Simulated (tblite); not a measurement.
Record of a relaxation.

H6NSi2 (doublet state).
Bonds: N1–Si2, Si2–Si3. Hydrogens: H4 on N1; H5, H6 on Si2; H7, H8, H9 on Si3.

Computed with GFN2-xTB (tblite), gas phase: L-BFGS steps from a force-field or distance-geometry start until the largest atomic force falls under 0.01 eV/Å. 14 of its 33 geometries are shown.

Step 0: E = -254.7023 eV, largest atomic force 2.813 eV/Å
```
atom  x, y, z in Å  |  force x, y, z in eV/Å
N1     -1.958    0.634   -0.676    2.134  -0.904   1.360
Si2    -0.877   -0.493    0.100   -2.532   0.903  -0.830
Si3     1.377    0.098    0.041    0.870   0.277  -0.073
H4     -1.907    1.532   -0.173   -0.369  -0.361  -0.433
H5     -1.057   -1.827   -0.526    0.178   0.331   0.082
H6     -1.310   -0.617    1.524    0.466  -0.023  -0.163
H7      1.632    1.410    0.707   -0.172  -0.429  -0.209
H8      1.911    0.186   -1.348   -0.274  -0.033   0.429
H9      2.202   -0.916    0.753   -0.301   0.239  -0.162
```

Step 2: E = -254.9409 eV, largest atomic force 1.127 eV/Å
```
atom  x, y, z in Å  |  force x, y, z in eV/Å
N1     -1.899    0.623   -0.644    0.031   0.668  -0.622
Si2    -0.947   -0.481    0.087    0.016  -0.893   0.687
Si3     1.402    0.105    0.038    0.069   0.015   0.000
H4     -1.921    1.521   -0.188   -0.318   0.284  -0.101
H5     -1.050   -1.814   -0.524    0.139   0.136  -0.054
H6     -1.291   -0.619    1.520    0.449  -0.131   0.099
H7      1.626    1.396    0.700   -0.110  -0.092  -0.037
H8      1.902    0.184   -1.335   -0.129  -0.012   0.046
H9      2.192   -0.909    0.748   -0.147   0.025  -0.019
```

Step 5: E = -255.0379 eV, largest atomic force 0.774 eV/Å
```
atom  x, y, z in Å  |  force x, y, z in eV/Å
N1     -1.830    0.658   -0.676    0.386  -0.025   0.012
Si2    -1.007   -0.522    0.126    0.008   0.706  -0.316
Si3     1.413    0.109    0.037   -0.448  -0.122  -0.007
H4     -1.966    1.546   -0.209   -0.117  -0.048  -0.138
H5     -1.031   -1.804   -0.534    0.027  -0.281  -0.178
H6     -1.230   -0.640    1.545    0.152  -0.248   0.624
H7      1.610    1.383    0.695   -0.041   0.198   0.120
H8      1.883    0.182   -1.328   -0.007  -0.008  -0.234
H9      2.172   -0.906    0.746    0.041  -0.173   0.116
```

Step 7: E = -255.0966 eV, largest atomic force 0.396 eV/Å
```
atom  x, y, z in Å  |  force x, y, z in eV/Å
N1     -1.758    0.695   -0.704    0.164  -0.091   0.157
Si2    -1.045   -0.519    0.144    0.240   0.303  -0.087
Si3     1.392    0.103    0.036   -0.201  -0.025  -0.015
H4     -2.008    1.559   -0.237   -0.014  -0.107  -0.146
H5     -1.015   -1.811   -0.552   -0.050   0.147   0.089
H6     -1.171   -0.673    1.603    0.044  -0.175  -0.007
H7      1.594    1.385    0.699   -0.061   0.018   0.029
H8      1.867    0.180   -1.337   -0.066  -0.027  -0.036
H9      2.158   -0.915    0.751   -0.056  -0.044   0.015
```

Step 10: E = -255.1266 eV, largest atomic force 0.557 eV/Å
```
atom  x, y, z in Å  |  force x, y, z in eV/Å
N1     -1.704    0.709   -0.708   -0.051   0.122  -0.122
Si2    -1.005   -0.487    0.157    0.214  -0.383   0.343
Si3     1.352    0.097    0.033    0.271   0.072   0.016
H4     -2.034    1.556   -0.273   -0.037   0.071  -0.047
H5     -1.016   -1.786   -0.545   -0.021   0.209   0.094
H6     -1.135   -0.720    1.624    0.020  -0.019  -0.257
H7      1.574    1.386    0.704   -0.083  -0.157  -0.074
H8      1.845    0.174   -1.345   -0.131  -0.031   0.150
H9      2.136   -0.924    0.754   -0.182   0.116  -0.104
```

Step 12: E = -255.1416 eV, largest atomic force 0.153 eV/Å
```
atom  x, y, z in Å  |  force x, y, z in eV/Å
N1     -1.669    0.716   -0.707   -0.001   0.003   0.036
Si2    -0.981   -0.482    0.176   -0.015  -0.013   0.046
Si3     1.347    0.099    0.033    0.147   0.039   0.014
H4     -2.050    1.556   -0.298    0.023  -0.003  -0.034
H5     -1.018   -1.759   -0.534    0.000  -0.022  -0.033
H6     -1.113   -0.747    1.621   -0.022  -0.001  -0.004
H7      1.558    1.377    0.703   -0.026   0.017   0.008
H8      1.825    0.168   -1.340   -0.051  -0.014  -0.019
H9      2.114   -0.922    0.750   -0.055  -0.006  -0.015
```

Step 15: E = -255.1435 eV, largest atomic force 0.063 eV/Å
```
atom  x, y, z in Å  |  force x, y, z in eV/Å
N1     -1.664    0.715   -0.703    0.007  -0.023   0.008
Si2    -0.981   -0.483    0.181    0.021  -0.010  -0.029
Si3     1.359    0.103    0.033   -0.046   0.017  -0.010
H4     -2.049    1.557   -0.304    0.019   0.016  -0.007
H5     -1.017   -1.758   -0.537    0.010   0.012  -0.005
H6     -1.113   -0.750    1.622   -0.020  -0.011   0.037
H7      1.554    1.380    0.704    0.007   0.057   0.026
H8      1.817    0.166   -1.343   -0.016  -0.003  -0.048
H9      2.107   -0.925    0.749    0.016  -0.053   0.028
```

Step 17: E = -255.1441 eV, largest atomic force 0.039 eV/Å
```
atom  x, y, z in Å  |  force x, y, z in eV/Å
N1     -1.661    0.714   -0.701    0.001  -0.007  -0.005
Si2    -0.976   -0.483    0.183   -0.003  -0.028   0.006
Si3     1.362    0.106    0.033   -0.039   0.004   0.001
H4     -2.048    1.558   -0.308    0.026   0.002   0.000
H5     -1.017   -1.757   -0.539    0.016   0.022   0.005
H6     -1.114   -0.754    1.626   -0.008  -0.002  -0.004
H7      1.552    1.385    0.707    0.016   0.013   0.000
H8      1.812    0.165   -1.348   -0.014   0.002  -0.003
H9      2.104   -0.929    0.750    0.005  -0.006   0.001
```

Step 20: E = -255.1444 eV, largest atomic force 0.042 eV/Å
```
atom  x, y, z in Å  |  force x, y, z in eV/Å
N1     -1.661    0.712   -0.701    0.002   0.001   0.002
Si2    -0.976   -0.485    0.183   -0.013   0.027   0.013
Si3     1.359    0.108    0.034    0.015   0.000   0.012
H4     -2.043    1.558   -0.308    0.028  -0.010  -0.005
H5     -1.014   -1.755   -0.539    0.012  -0.024  -0.016
H6     -1.117   -0.754    1.626   -0.007  -0.008   0.007
H7      1.554    1.388    0.707    0.009  -0.018  -0.016
H8      1.808    0.165   -1.349   -0.023   0.002   0.024
H9      2.103   -0.930    0.750   -0.020   0.030  -0.021
```

Step 22: E = -255.1450 eV, largest atomic force 0.055 eV/Å
```
atom  x, y, z in Å  |  force x, y, z in eV/Å
N1     -1.659    0.707   -0.701   -0.003   0.014   0.004
Si2    -0.979   -0.489    0.188    0.009   0.050  -0.021
Si3     1.354    0.111    0.036    0.029   0.002   0.004
H4     -2.030    1.560   -0.311    0.017  -0.006  -0.007
H5     -1.007   -1.753   -0.542    0.000  -0.050  -0.013
H6     -1.122   -0.757    1.628   -0.013  -0.020   0.037
H7      1.559    1.392    0.706    0.001  -0.026  -0.015
H8      1.797    0.165   -1.349   -0.023   0.005   0.026
H9      2.099   -0.929    0.747   -0.017   0.030  -0.014
```

Step 25: E = -255.1454 eV, largest atomic force 0.023 eV/Å
```
atom  x, y, z in Å  |  force x, y, z in eV/Å
N1     -1.656    0.705   -0.701    0.005   0.006  -0.005
Si2    -0.978   -0.490    0.191    0.005  -0.013  -0.008
Si3     1.352    0.115    0.039   -0.002  -0.001  -0.003
H4     -2.018    1.561   -0.314   -0.002   0.020   0.001
H5     -1.001   -1.754   -0.545   -0.004  -0.010   0.020
H6     -1.127   -0.763    1.632   -0.006  -0.011  -0.009
H7      1.563    1.394    0.705    0.002   0.000   0.001
H8      1.785    0.165   -1.348   -0.007   0.008  -0.008
H9      2.094   -0.927    0.744    0.010   0.001   0.010
```

Step 27: E = -255.1455 eV, largest atomic force 0.031 eV/Å
```
atom  x, y, z in Å  |  force x, y, z in eV/Å
N1     -1.657    0.705   -0.702    0.010   0.006   0.007
Si2    -0.977   -0.490    0.190   -0.016  -0.010   0.011
Si3     1.352    0.115    0.039   -0.005  -0.005   0.001
H4     -2.016    1.563   -0.314    0.005   0.001  -0.004
H5     -1.001   -1.757   -0.543   -0.003  -0.001   0.017
H6     -1.129   -0.764    1.632    0.001  -0.003  -0.031
H7      1.564    1.394    0.704    0.002   0.007   0.005
H8      1.783    0.167   -1.348   -0.003   0.007  -0.014
H9      2.095   -0.926    0.745    0.010   0.000   0.008
```

Step 30: E = -255.1457 eV, largest atomic force 0.025 eV/Å
```
atom  x, y, z in Å  |  force x, y, z in eV/Å
N1     -1.653    0.706   -0.701    0.012   0.003   0.009
Si2    -0.979   -0.493    0.189   -0.015   0.016   0.001
Si3     1.350    0.116    0.039    0.001  -0.001   0.000
H4     -2.007    1.568   -0.315    0.011  -0.022  -0.003
H5     -0.999   -1.762   -0.538   -0.008  -0.003  -0.003
H6     -1.135   -0.770    1.629    0.000   0.000  -0.002
H7      1.568    1.395    0.704   -0.005   0.003   0.004
H8      1.774    0.170   -1.350    0.000   0.000  -0.002
H9      2.096   -0.924    0.746    0.005   0.004  -0.003
```

Step 32: E = -255.1458 eV, largest atomic force 0.010 eV/Å
```
atom  x, y, z in Å  |  force x, y, z in eV/Å
N1     -1.651    0.707   -0.701    0.007  -0.001  -0.006
Si2    -0.980   -0.493    0.190    0.003  -0.001  -0.002
Si3     1.350    0.116    0.040    0.001   0.002  -0.001
H4     -2.006    1.567   -0.317    0.004  -0.003   0.004
H5     -0.999   -1.762   -0.538   -0.010   0.000  -0.001
H6     -1.134   -0.772    1.629   -0.004   0.001   0.007
H7      1.568    1.396    0.704   -0.006   0.000   0.002
H8      1.772    0.170   -1.351    0.000  -0.001   0.001
H9      2.095   -0.923    0.746    0.005   0.003  -0.004
```

Q: Summarise the path.

A: The energy falls by 10.23 kcal/mol from step 0 to step 32; nine tenths of that is first reached at step 8. It falls at every step. The largest force goes from 2.813 to 0.010 eV/Å. Among the bonds N1–Si2 changes most, from 1.743 to 1.638 Å; the atoms move by 0.170 Å rms after alignment.

Q: Follow the three bonds and two angles with the largest change from start to end.

A: 
```json
{"step": "0", "E above end (kcal/mol)": "10.23", "largest force (eV/Å)": "2.813", "N1–Si2 (Å)": "1.743", "Si2–Si3 (Å)": "2.331", "Si3–H8 (Å)": "1.491", "N1–Si2–H6 (°)": "107.4", "Si2–N1–H4 (°)": "108.4"}
{"step": "1", "E above end (kcal/mol)": "6.06", "largest force (eV/Å)": "1.183", "N1–Si2 (Å)": "1.672", "Si2–Si3 (Å)": "2.375", "Si3–H8 (Å)": "1.478", "N1–Si2–H6 (°)": "109.3", "Si2–N1–H4 (°)": "111.5"}
{"step": "3", "E above end (kcal/mol)": "4.03", "largest force (eV/Å)": "0.630", "N1–Si2 (Å)": "1.637", "Si2–Si3 (Å)": "2.442", "Si3–H8 (Å)": "1.457", "N1–Si2–H6 (°)": "112.2", "Si2–N1–H4 (°)": "115.4"}
{"step": "4", "E above end (kcal/mol)": "3.10", "largest force (eV/Å)": "0.711", "N1–Si2 (Å)": "1.644", "Si2–Si3 (Å)": "2.485", "Si3–H8 (Å)": "1.447", "N1–Si2–H6 (°)": "115.1", "Si2–N1–H4 (°)": "117.1"}
{"step": "6", "E above end (kcal/mol)": "1.45", "largest force (eV/Å)": "0.806", "N1–Si2 (Å)": "1.650", "Si2–Si3 (Å)": "2.529", "Si3–H8 (Å)": "1.450", "N1–Si2–H6 (°)": "122.8", "Si2–N1–H4 (°)": "119.6"}
{"step": "7", "E above end (kcal/mol)": "1.14", "largest force (eV/Å)": "0.396", "N1–Si2 (Å)": "1.643", "Si2–Si3 (Å)": "2.518", "Si3–H8 (Å)": "1.455", "N1–Si2–H6 (°)": "123.5", "Si2–N1–H4 (°)": "120.0"}
{"step": "8", "E above end (kcal/mol)": "0.94", "largest force (eV/Å)": "0.376", "N1–Si2 (Å)": "1.637", "Si2–Si3 (Å)": "2.499", "Si3–H8 (Å)": "1.460", "N1–Si2–H6 (°)": "124.2", "Si2–N1–H4 (°)": "120.4"}
{"step": "10", "E above end (kcal/mol)": "0.44", "largest force (eV/Å)": "0.557", "N1–Si2 (Å)": "1.634", "Si2–Si3 (Å)": "2.432", "Si3–H8 (Å)": "1.465", "N1–Si2–H6 (°)": "126.7", "Si2–N1–H4 (°)": "121.9"}
{"step": "11", "E above end (kcal/mol)": "0.23", "largest force (eV/Å)": "0.368", "N1–Si2 (Å)": "1.636", "Si2–Si3 (Å)": "2.407", "Si3–H8 (Å)": "1.462", "N1–Si2–H6 (°)": "127.8", "Si2–N1–H4 (°)": "122.7"}
{"step": "13", "E above end (kcal/mol)": "0.08", "largest force (eV/Å)": "0.074", "N1–Si2 (Å)": "1.639", "Si2–Si3 (Å)": "2.410", "Si3–H8 (Å)": "1.453", "N1–Si2–H6 (°)": "128.5", "Si2–N1–H4 (°)": "123.4"}
{"step": "14", "E above end (kcal/mol)": "0.07", "largest force (eV/Å)": "0.066", "N1–Si2 (Å)": "1.639", "Si2–Si3 (Å)": "2.413", "Si3–H8 (Å)": "1.452", "N1–Si2–H6 (°)": "128.5", "Si2–N1–H4 (°)": "123.5"}
{"step": "15", "E above end (kcal/mol)": "0.05", "largest force (eV/Å)": "0.063", "N1–Si2 (Å)": "1.639", "Si2–Si3 (Å)": "2.417", "Si3–H8 (Å)": "1.452", "N1–Si2–H6 (°)": "128.6", "Si2–N1–H4 (°)": "123.8"}
{"step": "17", "E above end (kcal/mol)": "0.04", "largest force (eV/Å)": "0.039", "N1–Si2 (Å)": "1.638", "Si2–Si3 (Å)": "2.416", "Si3–H8 (Å)": "1.454", "N1–Si2–H6 (°)": "128.6", "Si2–N1–H4 (°)": "124.2"}
{"step": "18", "E above end (kcal/mol)": "0.04", "largest force (eV/Å)": "0.025", "N1–Si2 (Å)": "1.638", "Si2–Si3 (Å)": "2.415", "Si3–H8 (Å)": "1.455", "N1–Si2–H6 (°)": "128.5", "Si2–N1–H4 (°)": "124.2"}
{"step": "19", "E above end (kcal/mol)": "0.03", "largest force (eV/Å)": "0.031", "N1–Si2 (Å)": "1.638", "Si2–Si3 (Å)": "2.414", "Si3–H8 (Å)": "1.455", "N1–Si2–H6 (°)": "128.5", "Si2–N1–H4 (°)": "124.2"}
{"step": "21", "E above end (kcal/mol)": "0.03", "largest force (eV/Å)": "0.049", "N1–Si2 (Å)": "1.639", "Si2–Si3 (Å)": "2.414", "Si3–H8 (Å)": "1.456", "N1–Si2–H6 (°)": "128.5", "Si2–N1–H4 (°)": "124.1"}
{"step": "22", "E above end (kcal/mol)": "0.02", "largest force (eV/Å)": "0.055", "N1–Si2 (Å)": "1.638", "Si2–Si3 (Å)": "2.414", "Si3–H8 (Å)": "1.455", "N1–Si2–H6 (°)": "128.6", "Si2–N1–H4 (°)": "124.1"}
{"step": "24", "E above end (kcal/mol)": "0.01", "largest force (eV/Å)": "0.027", "N1–Si2 (Å)": "1.638", "Si2–Si3 (Å)": "2.413", "Si3–H8 (Å)": "1.454", "N1–Si2–H6 (°)": "128.8", "Si2–N1–H4 (°)": "124.0"}
{"step": "25", "E above end (kcal/mol)": "0.01", "largest force (eV/Å)": "0.023", "N1–Si2 (Å)": "1.638", "Si2–Si3 (Å)": "2.412", "Si3–H8 (Å)": "1.454", "N1–Si2–H6 (°)": "128.7", "Si2–N1–H4 (°)": "124.0"}
{"step": "26", "E above end (kcal/mol)": "0.01", "largest force (eV/Å)": "0.023", "N1–Si2 (Å)": "1.638", "Si2–Si3 (Å)": "2.412", "Si3–H8 (Å)": "1.453", "N1–Si2–H6 (°)": "128.7", "Si2–N1–H4 (°)": "124.0"}
{"step": "28", "E above end (kcal/mol)": "0.00", "largest force (eV/Å)": "0.031", "N1–Si2 (Å)": "1.639", "Si2–Si3 (Å)": "2.411", "Si3–H8 (Å)": "1.453", "N1–Si2–H6 (°)": "128.6", "Si2–N1–H4 (°)": "124.0"}
{"step": "29", "E above end (kcal/mol)": "0.00", "largest force (eV/Å)": "0.031", "N1–Si2 (Å)": "1.639", "Si2–Si3 (Å)": "2.411", "Si3–H8 (Å)": "1.454", "N1–Si2–H6 (°)": "128.6", "Si2–N1–H4 (°)": "124.1"}
{"step": "31", "E above end (kcal/mol)": "0.00", "largest force (eV/Å)": "0.013", "N1–Si2 (Å)": "1.638", "Si2–Si3 (Å)": "2.412", "Si3–H8 (Å)": "1.454", "N1–Si2–H6 (°)": "128.8", "Si2–N1–H4 (°)": "124.2"}
{"step": "32", "E above end (kcal/mol)": "0.00", "largest force (eV/Å)": "0.010", "N1–Si2 (Å)": "1.638", "Si2–Si3 (Å)": "2.413", "Si3–H8 (Å)": "1.454", "N1–Si2–H6 (°)": "128.8", "Si2–N1–H4 (°)": "124.2"}
```

The cost below is that of the whole relaxation. On Arm Neoverse N1, one thread, shared host with 48 logical CPUs at a one-minute load of 19, this took 0.18 s wall.
